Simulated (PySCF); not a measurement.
Geometry:
```json
{"atom": "N1", "x (Å)": "-0.979", "y (Å)": "0.128", "z (Å)": "-0.029"}
{"atom": "Al2", "x (Å)": "1.074", "y (Å)": "0.109", "z (Å)": "0.120"}
{"atom": "F3", "x (Å)": "1.237", "y (Å)": "1.756", "z (Å)": "0.464"}
{"atom": "H4", "x (Å)": "-1.400", "y (Å)": "0.448", "z (Å)": "0.844"}
{"atom": "H5", "x (Å)": "-1.275", "y (Å)": "0.773", "z (Å)": "-0.764"}
{"atom": "H6", "x (Å)": "-1.375", "y (Å)": "-0.788", "z (Å)": "-0.246"}
{"atom": "H7", "x (Å)": "1.474", "y (Å)": "-0.328", "z (Å)": "-1.365"}
{"atom": "H8", "x (Å)": "1.276", "y (Å)": "-0.877", "z (Å)": "1.362"}
```

Geometry: PBE0-D3(BJ)/def2-SVP; GIAO shifts from PySCF 2.14.0 with density-fitted response routines, gas phase, non-relativistic, averaged over equivalent atoms.

At PBE0/pcSseg-1 (83 basis functions, 4 s wall time on 1 thread of an x86-64 server CPU, shared host):
| atoms | δ (ppm) |
| --- | --- |
| N1 | 34.9 |
| Al2 | 45.0 |
| F3 | -195.8 |
| H7/H8 | 4.12 |
| H4/H5/H6 | 1.83 |

Referencing at the same level of theory: $^{15}$N (σ = 265.67 ppm) against NH3; $^{27}$Al (σ = 489.28 ppm) against AlH4-; CFCl3 for $^{19}$F (σ = 177.25 ppm); $^{1}$H (σ = 31.27 ppm) against TMS.

Q: What do these become at wB97X-D/pcSseg-2?

A: 
```json
{"atoms": "N1", "δ at wB97X-D/pcSseg-2": "29.3", "change": "-5.6"}
{"atoms": "Al2", "δ at wB97X-D/pcSseg-2": "40.2", "change": "-4.8"}
{"atoms": "F3", "δ at wB97X-D/pcSseg-2": "-191.0", "change": "+4.8"}
{"atoms": "H7/H8", "δ at wB97X-D/pcSseg-2": "4.08", "change": "-0.04"}
{"atoms": "H4/H5/H6", "δ at wB97X-D/pcSseg-2": "1.92", "change": "+0.09"}
```

Chemical shifts δ = σref − σ; NH3 for $^{15}$N (σ = 260.06 ppm); $^{27}$Al (σ = 486.92 ppm) against AlH4-; CFCl3 for $^{19}$F (σ = 186.42 ppm); $^{1}$H (σ = 31.36 ppm) against TMS, all at this level.

The largest change is at N1 (donor nitrogen of a Lewis adduct). Cost: 185 basis functions, 12 s wall time on 1 thread of an x86-64 server CPU, shared host.

Unscaled 19F shifts against computed CFCl3 carry errors that often reach 10 to 50 ppm. Experimental scales use liquid or dissolved standards, which lie at an offset from isolated NH3 (liquid NH3: subtract about 20 ppm).
